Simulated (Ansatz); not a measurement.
The input, for Ansatz 0.2.0:

```yaml
crystal:
  periodic: [false, false, false]
  atoms:
    - {symbol: Si, position_ang: [0.000000, 0.000000, 0.000000]}
    - {symbol: Ga, position_ang: [0.000000, 0.000000, 2.402100]}
basis:
  gaussian: {orbitals: cc-pVDZ}
magnetization: {spin_polarized: true, initial_magnetization: 1}
hamiltonian: {xc: {name: B97M-V}}
```

```sh
$ ansatz run in.yaml --threads 1 --pin off --events-out ev --progress --plain --max-ram 2393MiB
```

Log:

```
  # Of w^i u^j: cxij and so on, Table III.
  gx(w, u) = cx00 + cx01*u + cx02*u^2 + (cx10 + cx11*u)*w
  gss(w, u) = css00 + css02*u^2 + css10*w + (css32*w^3 + css42*w^4)*u^2
  gos(w, u) = cos00 + cos01*u + cos03*u^3 + cos10*w + cos32*w^3*u^2
      + integral(e_c_pw_mod_opposite_spin*gos(b97_w_opposite, b97_u_opposite)) + vv10(b, c)
509 factors; integrals over basis functions are off by at most 6.8e-4 eV
mean field evaluation 1: about -60237.1361 eV, gradient 1.3e1 eV
mean field evaluation 2: about -60212.2010 eV, gradient 4.2e1 eV
mean field evaluation 4: about -60238.6498 eV, gradient 6.0e0 eV
mean field evaluation 8: about -60239.8022 eV, gradient 7.5e-2 eV
mean field evaluation 16: about -60239.8023 eV, gradient 5.0e-5 eV
mean field evaluation 32: about -60239.8023 eV, gradient 8.4e-4 eV
mean field evaluation 64: about -60238.9227 eV, gradient 3.2e0 eV
mean field evaluation 96: about -60239.7956 eV, gradient 3.5e-1 eV
mean field evaluation 128: about -60239.4098 eV, gradient 9.2e-1 eV
mean field evaluation 160: about -60239.0765 eV, gradient 1.7e-1 eV
mean field -60239.80232909 eV, -2213.7719035895 hartree, gradient 2.0e-6 eV, S^2 1.764393; 15 other end points of the search recorded, 0 dependent functions left out
reference -60239.80236914 eV, -2213.7719050614 hartree; 23, 22 occupied and 22, 23 virtual orbitals, 509 factors
Total energy: -60239.80236914 eV, -2213.7719050614 hartree
```

Ran on 1 thread of Arm Neoverse V2, shared host: 42 s wall, 0.18 GiB peak host memory.
